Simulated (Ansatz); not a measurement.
The input, for Ansatz 0.2.0:

```yaml
crystal:
  periodic: [false, false, false]
  atoms:
    - {symbol: In, position_ang: [0.000000, 0.017034, -0.038458]}
    - {symbol: H, position_ang: [0.000000, -1.726316, -0.276632]}
    - {symbol: H, position_ang: [0.384545, -0.107040, 2.328746]}
    - {symbol: H, position_ang: [-0.384545, -0.107040, 2.328746]}
basis:
  gaussian: {orbitals: def2-SVP}
magnetization: {spin_polarized: true, initial_magnetization: 4}
correlation: {method: ccsd, electrons: outside_noble_gas}
```

```sh
$ ansatz run in.yaml --threads 1 --pin off --events-out ev --progress --plain --max-ram 2393MiB
```

The program prints:

```
494 factors; integrals over basis functions are off by at most 5.5e-4 eV
mean field evaluation 1: about -5186.1167 eV, gradient 8.4e0 eV
mean field evaluation 2: about -5186.1256 eV, gradient 8.4e0 eV
mean field evaluation 4: about -5187.8720 eV, gradient 1.6e0 eV
mean field evaluation 8: about -5187.9580 eV, gradient 5.3e-4 eV
mean field evaluation 16: about -5187.8573 eV, gradient 1.6e0 eV
mean field evaluation 32: about -5185.8859 eV, gradient 2.5e-3 eV
mean field evaluation 64: about -5184.6557 eV, gradient 2.0e-1 eV
mean field -5187.95801562 eV, -190.6539405497 hartree, gradient 7.1e-7 eV, S^2 6.006098; 2 other end points of the search recorded, 0 dependent functions left out
determinant -5187.95801562 eV, -190.6539405497 hartree, with singles and doubles -5189.37319448 eV, -190.7059474137 hartree
determinant -5185.88587586 eV, -190.5777908181 hartree, with singles and doubles -5187.24102771 eV, -190.6275917300 hartree
determinant -5184.65292430 eV, -190.5324806841 hartree, with singles and doubles -5186.03947820 eV, -190.5834355999 hartree
9 core orbitals not correlated: weight in the atoms' cores, before any rotation towards them, 0.979 or more for the frozen orbitals, at most 0.014 for the correlated occupied ones
reference -5187.95801562 eV, -190.6539405497 hartree; 5, 1 occupied and 27, 31 virtual orbitals, 494 factors
second order -1.05461858 eV of doubles, -0.00000000 eV of singles
cycle   1  -1.39903139 eV  change   -1.0e-1 eV  update   1.4e-2
cycle   2  -1.40304351 eV  change   -4.0e-3 eV  update   4.7e-3
cycle   3  -1.40639201 eV  change   -3.3e-3 eV  update   2.4e-3
cycle   4  -1.40666217 eV  change   -2.7e-4 eV  update   9.9e-4
cycle   5  -1.40658070 eV  change    8.1e-5 eV  update   3.4e-4
cycle   6  -1.40661803 eV  change   -3.7e-5 eV  update   1.3e-4
cycle   7  -1.40664985 eV  change   -3.2e-5 eV  update   3.8e-5
cycle   8  -1.40665707 eV  change   -7.2e-6 eV  update   1.2e-5
cycle   9  -1.40665804 eV  change   -9.7e-7 eV  update   4.3e-6
Total energy: -5189.36467366 eV, -190.7056342794 hartree
```

Ran on 1 thread of Arm Neoverse V2, shared host: 0.81 s wall, 0.1 GiB peak host memory.
